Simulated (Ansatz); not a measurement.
**Relaxing a trial structure of ClHSi2**

The starting geometry of this gas-phase triplet was optimised with GFN2-xTB as a singlet.

```xyz
4

Cl   -3.4493   -1.4466   -0.7656
Si   -0.8230   -0.1489   -1.6873
Si   -2.9050    0.6179   -1.1900
H    -0.2119    0.2356   -0.3547
```

Task: Predict what becomes of its bonds when it is optimised with r2SCAN-D4/def2-SVP.

Result: It keeps its bonds.

The energy falls by 0.83 eV over 11 steps:

```csv
step,E − E(last) (eV)
1,0.833
2,0.588
3,0.462
4,0.257
5,0.125
7,0.001
8,0.000
9,0.000
10,0.000
11,0.000
```

Final geometry (Å):

```xyz
4

Cl   -4.1206   -1.3224   -1.2069
Si   -0.5929   -0.4055   -1.3543
Si   -2.7289    0.1344   -0.6582
H     0.0533    0.8515   -0.7783
```

Frequencies at the end are all real (lowest 126 cm⁻¹). Open shells are spin-unrestricted. The triplet needn't be the ground state. Run with Ansatz 0.2.0, 46 s on 1 thread of Intel(R) Xeon(R) Platinum 8375C CPU @ 2.90GHz (Ice Lake) (shared host).
